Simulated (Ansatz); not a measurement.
Born–Oppenheimer molecular dynamics of BH4N (6 atoms, charge 0, multiplicity 1). It starts at the highest image of a converged band. Of that band: Beside the main top the profile has a ripple of under 15 meV (maxima at images 3, 5), which may be a very shallow well or noise. Neighbouring images differ by up to 2.2 eV, so the band resolves the path poorly. A vibrational analysis at the climbing image gives one clearly imaginary mode, 1399i cm⁻¹: a first-order saddle point.

Theory: RKS B3LYP/def2-TZVP in Ansatz.

* ensemble: NVE (velocity Verlet)
* time step: 0.5 fs
* steps asked: 200
* starting velocities drawn for: 100 K
* seed: 4300

First frame:

```xyz
6
Properties=species:S:1:pos:R:3
B 0.312 -1.032 -0.172
N 0.008 0.460 -0.104
H 0.435 -1.405 0.965
H -0.873 -0.158 -0.541
H 0.175 1.014 -0.936
H -0.015 1.058 0.742
```

Q: How far do the bonds stretch over the last three quarters of this one trajectory? (Pairs bonded in most of those frames.)

A: 
```
 bond  mean (Å)  spread (Å)  shortest  longest
B1–H3     1.232       0.008      1.21     1.24
N2–H4     1.024       0.011      1.00     1.05
N2–H5     1.016       0.005      1.01     1.03
N2–H6     1.022       0.012      1.00     1.04
```

Mean temperature of the second half: 402 K. The conserved energy stayed within 0.066 meV per atom of its start (net change -0.02 meV per atom), so the integration is sound. The kinetic energy rose, since the run started high on the potential surface and went downhill. A run of 0.1 ps of so small a system gives no equilibrium averages. The orbitals stay closed-shell, which can raise the energy where a bond breaks towards radicals; this wasn't checked here.

Run time: 2.1 min on 2 threads of Intel(R) Xeon(R) Platinum 8375C CPU @ 2.90GHz (Ice Lake) (shared host), peak memory 0.14 GiB.
